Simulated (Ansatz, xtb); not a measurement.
Molecule: C4H3S, charge 0, multiplicity 2. It need not be the lowest isomer of its formula. SMILES: [c]1cccs1
Geometry from a B3LYP-D3(BJ)/def2-TZVP (Ansatz, a program for electronic structure) optimisation:
```xyz
8

S     -0.0004     0.0646     1.2100
C     -0.0118     1.2441    -0.0151
C      0.0112    -1.1811     0.0014
C     -0.0076     0.7751    -1.2817
C      0.0060    -0.6593    -1.2588
H      0.0210    -2.2174     0.2977
H     -0.0134     1.3765    -2.1780
H      0.0116    -1.2659    -2.1536
```
Charge 0, spin multiplicity 2.

Harmonic wavenumbers from GFN2-xTB (xtb, at its own minimum), cm⁻¹: 332, 470, 573, 704, 731, 777, 819, 824, 844, 1047, 1068, 1154, 1276, 1436, 1550, 3116, 3151, 3163.

Task: Give the harmonic wavenumbers at B3LYP-D3(BJ)/def2-TZVP (Ansatz, finite differences of forces, unscaled).

Result: 373, 528, 610, 681, 724, 783, 834, 854, 899, 1037, 1102, 1226, 1342, 1410, 1549, 3201, 3225, 3246 cm⁻¹. Zero-point energy 33.8 kcal/mol.

Task: From these and the geometry, give the ideal-gas thermochemistry at 298.15 K and 1 atm (rigid rotor, harmonic oscillator).

Result: Point group Cs, rotational symmetry number 1. Rotational constants 8.971, 5.316, 3.338 GHz. S(trans) 39.17, S(rot) 25.12, S(vib) 3.64, S(elec, spin only) 1.38, S 69.3 cal/(mol K). H(298) - H(0) 3.17 kcal/mol; G - E(el) 16.3 kcal/mol.
